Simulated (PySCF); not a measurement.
# Assignment exercise: C$_{4}$H$_{5}$NO

Structure with atom numbers: `[CH2:1]=[CH:2]/[CH:3]=[N:4]\[CH:5]=[O:6]`; H(Xn) means a hydrogen on atom n. Ha(C1) is cis to C3; Hb(C1) is trans to C3.

Theory: J: B3LYP/pcJ-1 (spin–dipole term only in couplings to heteroatoms), shieldings: GIAO KT2/pcSseg-2, coordinates at the PBE0-D3(BJ)/def2-SVP level, in PySCF 2.14.0 with density-fitted response routines (non-relativistic Hamiltonian, gas phase, a single conformation).

Referencing at the same level of theory: 13C and 1H against TMS.

Problem. Assign these signals to the numbered atoms. 13C{1H} NMR (computed): δ 168.6, 154.4, 135.6, 133.2.

Solution. 
| δ (ppm) | atoms | environment | reason |
| --- | --- | --- | --- |
| 168.6 | C5 | amide carbonyl carbon | lone-pair donation from the attached heteroatom keeps it upfield of a ketone carbonyl |
| 154.4 | C3 | C=N carbon | – |
| 135.6 | C2 | alkene CH | as expected for a trigonal carbon in a double bond |
| 133.2 | C1 | terminal =CH2 carbon | as expected for a trigonal carbon in a double bond |

Problem. Assign these signals to the numbered atoms. 1H NMR (500 MHz, computed): δ 9.36 (s, 1H), 7.33 (dd, J = 10.6, 1.0 Hz, 1H), 6.72 (ddd, J = 18.4, 11.3, 10.6 Hz, 1H), 5.95 (dt, J = 11.3, 1.0 Hz, 1H), 5.84 (dd, J = 18.4, 1.1 Hz, 1H).

Solution. 
| δ (ppm) | atoms | environment | reason |
| --- | --- | --- | --- |
| 9.36 | H(C5) | hydrogen on an amide carbonyl carbon | – |
| 7.33 | H(C3) | hydrogen on a C=N carbon | – |
| 6.72 | H(C2) | hydrogen on an alkene CH | a vinylic proton, deshielded by the sp2 carbon and the C=C anisotropy |
| 5.95 | Hb(C1) | hydrogen on a terminal =CH2 carbon | attached to an sp2 carbon and in the plane of the double bond |
| 5.84 | Ha(C1) | hydrogen on a terminal =CH2 carbon | – |

Hb(C1) and Ha(C1) lie closer than the usual error of such a calculation, so a measured spectrum could show them in the other order.

Splittings below 1 Hz are ignored in the labels, and close J values are merged. Unscaled 3J(H,H) at this level run about 10 % above measured values. Shifts are as computed. Against solution values, carbons near 30 ppm lie about +3 ppm off and those near 130 ppm about -1 ppm. Of 1211 compounds with measured shifts, 218 miss one by over three times the rms of a fit or turn the order of signals round; such compounds aren't used in these exercises.
